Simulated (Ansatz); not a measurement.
A made-up structure of AlSiH₃S, singlet:

Al1  (-0.883, 0.601, -0.688)
Si2  (0.880, -0.450, 0.684)
S3  (1.017, -2.398, 0.826)
H4  (-1.899, -0.361, -1.422)
H5  (-0.968, 2.181, -0.811)
H6  (1.611, -3.475, 1.407)
(Å)

It is relaxed with PBE-D4/def2-SVP and then PBE0-D4/def2-TZVP (Ansatz 0.2.0). Atoms count as bonded within 1.22 times the sum of their covalent radii (H–H: 0.88 Å). The end point is not checked to be a true minimum.

**Question.** Does its bonding change? (Judge from chemistry; the calculation decides.)

**Answer.** Computed: No: no bond forms or breaks.

Where it ends: The first stage lowers the energy by 2.29 eV in 21 steps. It ends as AlSiH₃S ([AlH2][Si][SH]):
Al1  (-0.885, 0.338, -0.488)
Si2  (0.298, -0.657, 1.481)
S3  (1.093, -2.122, 0.174)
H4  (-2.368, -0.111, -0.866)
H5  (-0.212, 1.501, -1.346)
H6  (1.830, -2.849, 1.042)
(Å)

Labels in which every atom is bracketed show which atoms are joined, not bond orders.

For scale, one of the runs: PBE0-D4/def2-TZVP relaxation, 129 basis functions, launched by `ansatz run in.yaml --threads 2 --pin off --events-out ev --progress --plain --max-ram 4352MiB`. The run took about 19 s on 2 CPU threads of an Arm Neoverse V2 (shared host).
